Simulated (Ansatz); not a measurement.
Reaction (ligand exchange at the Si–O bond): `N[Si]O` + NH₃ → `N[Si]N` + H₂O

Gas-phase electronic energies from Ansatz, PBE0-D4/def2-TZVP geometries. CCSD(T)/CBS is extrapolated from def2-TZVPP and def2-QZVPP, frozen cores. DFT in def2-TZVPP. B3LYP here is the variant with VWN-RPA as its local correlation; programs differ in this. HSE06 is defined as in plane-wave codes. Each species was taken in one conformer, which may not be the lowest.

`N[Si]O`:

Z-matrix (Å, degrees):
```
N
Si 1 1.716
H 1 1.010 2 128.3
H 1 1.009 2 120.1 3 180.0
O 2 1.656 1 102.6 3 0.0
H 5 0.961 2 121.6 1 -0.0
```

NH₃:

Cartesian coordinates in Å:
```
N 0.024 -0.004 0.281
H -0.110 -0.933 -0.099
H -0.763 0.556 -0.022
H 0.850 0.381 -0.160
```

`N[Si]N`:

Cartesian coordinates in Å:
```
N 0.801 0.244 -1.016
Si -0.838 -0.184 -0.742
N -0.850 -0.255 0.972
H 1.143 0.368 -1.955
H 1.523 0.400 -0.328
H -0.082 -0.084 1.604
H -1.696 -0.490 1.464
```

H₂O:

```xyz
3

O     0.131   -0.341   -0.134
H    -0.685    0.104   -0.371
H     0.554    0.237    0.504
```

```csv
level,ΔE (kJ/mol),difference from CCSD(T)/CBS
LDA (SPW92),31.3,-1.7
PBE-D4,33.2,0.2
revPBE-D4,31.4,-1.6
r2SCAN-D4,34.9,1.9
PBE0-D4,31.6,-1.4
B3LYP-D4,36.1,3.1
r2SCANh-D4,34.3,1.3
r2SCAN0-D4,33.4,0.4
CAM-B3LYP-D4,37.1,4.1
ωB97M-V,36.6,3.6
revPBE,35.5,2.5
r2SCAN,35.3,2.3
PBE0,32.9,-0.1
B3LYP,38.6,5.6
r2SCAN0,33.9,0.9
HSE06,32.8,-0.2
BHLYP,38.0,5.0
LC-ωPBE,32.9,-0.1
RPA@PBE/def2-TZVPP,36.4,3.4
CCSD/def2-SVP,31.2,-1.8
HF/def2-TZVPP,38.7,5.7
MP2/def2-TZVPP,34.0,1.0
SCS-MP2/def2-TZVPP,35.8,2.8
CCSD/def2-TZVPP,35.5,2.5
HF/def2-QZVPP,38.5,5.5
CCSD/def2-QZVPP,34.3,1.3
CCSD(T)/def2-QZVPP,33.9,0.9
HF/CBS(def2),38.5,5.5
CCSD/CBS(def2),33.6,0.6
HF/cc-pV(D+d)Z,35.4,2.4
CCSD(T)/cc-pV(D+d)Z,34.3,1.3
HF/cc-pV(T+d)Z,40.2,7.2
MP2/cc-pV(T+d)Z,36.3,3.3
CCSD(T)/cc-pV(T+d)Z,37.1,4.1
HF/cc-pV(Q+d)Z,39.3,6.3
CCSD/cc-pV(Q+d)Z,35.6,2.6
HF/CBS(cc),39.1,6.1
MP2/CBS(cc),32.7,-0.3
CCSD/CBS(cc),34.8,1.8
CCSD(T)/CBS(cc),34.3,1.3
CCSD(T)/CBS,33.0,0
```

Largest T1 diagnostic among the species: 0.014.

In def2-TZVPP, CCSD(T) changes the Hartree–Fock value by −3.5 kJ/mol (the triples alone add −0.3 kJ/mol) and MP2 by −4.8 kJ/mol. Leaving LDA and LC-ωPBE aside and taking each functional with its dispersion term where it has one, the values, not all of them listed here, spread over 8.5 kJ/mol, from revPBE-D4 to B97M-V. LDA lies −3.4 kJ/mol from PBE without D4.
